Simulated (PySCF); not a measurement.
Species: methallyl cyanide, C5H7N.
Numbering: `[CH2:1]=[C:2]([CH3:3])[CH2:4][C:5]#[N:6]` (hydrogens: H7, H8 on C1; H9, H10, H11 on C3; H12, H13 on C4)

The geometry is computed with GFN2-xTB (gas phase).

(1) List the bond lengths, angles and torsions at this level.

Results:

(1) 
```
                 bond  length (pm)   order
                C1=C2        132.2  double
                C2–C3        149.6  single
                C2–C4        151.3  single
                C4–C5        144.2  single
                C5≡N6        114.3  triple
                C1–H7        107.6  single
                C1–H8        107.7  single
C3–H9, C3–H10, C3–H11        108.9  single
       C4–H12, C4–H13        109.4  single
```

Bonds in one row agree within 1 pm and their mean is given. Orders are formal, as drawn. A selection of angles:
```
     angle  degrees
  C2–C1–H7    121.5
  C2–C1–H8    122.4
  H7–C1–H8    116.1
  C1–C2–C3    123.6
  C1–C2–C4    121.5
  C3–C2–C4    114.9
  C2–C3–H9    110.9
 C2–C3–H10    110.0
 H9–C3–H10    108.9
H10–C3–H11    107.7
  C2–C4–C5    110.0
 C2–C4–H12    110.3
 C2–C4–H13    110.9
 C5–C4–H12    108.1
 C5–C4–H13    108.6
H12–C4–H13    109.0
  C4–C5–N6    178.9
```

Torsions: C1–C2–C4–C5 113° (anticlinal). The mirror-image conformer, all signs reversed, is as good.

The C–C distances run from 1.322 Å (C1=C2, drawn double) to 1.513 Å (C2–C4, drawn single), a spread of 0.191 Å. Of the pairs four or more bonds apart, C5···H10 is among the closest relative to their van der Waals radii: 2.71 Å, 93 % of the sum of Bondi's values.

Point group: C1 (no symmetry element, even within 0.4 Å). GFN2-xTB frequencies: not computed here. The numbers are those of one conformer.
